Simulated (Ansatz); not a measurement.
Gas-phase electronic energies from Ansatz, PBE0-D4/def2-TZVP geometries. CCSD(T)/CBS is the MP2 limit (def2-TZVPP, def2-QZVPP) plus CCSD(T) − MP2 in def2-TZVPP, frozen cores. Functionals use def2-TZVPP. One conformer a species, not always the lowest.

Consider the isomerisation: `CBS` → `BCS`.

```csv
level,ΔE (kcal/mol)
PBE0-D4,39.4
r2SCANh-D4,40.2
r2SCAN0-D4,39.9
BHLYP-D4,38.1
PBE0,39.5
CAM-B3LYP,38.4
MP2/def2-QZVPP,39.1
CCSD/CBS(def2),37.8
```

**Question.** What does CCSD(T)/CBS give? (An estimate is asked.)

**Answer.** The calculation gave: +38.4 kcal/mol. The listed levels differ from it by 1.0, 1.8, 1.5, -0.3, 1.1, 0.0, 0.7, -0.6 kcal/mol.

Largest T1 diagnostic among the species: 0.013.

In def2-TZVPP, CCSD(T) changes the Hartree–Fock value by +2.6 kcal/mol (the triples alone add +0.5 kcal/mol) and MP2 by +3.2 kcal/mol. At CCSD(T), def2-SVP lies +4.2 kcal/mol from the extrapolated value and def2-TZVPP +0.5 kcal/mol.
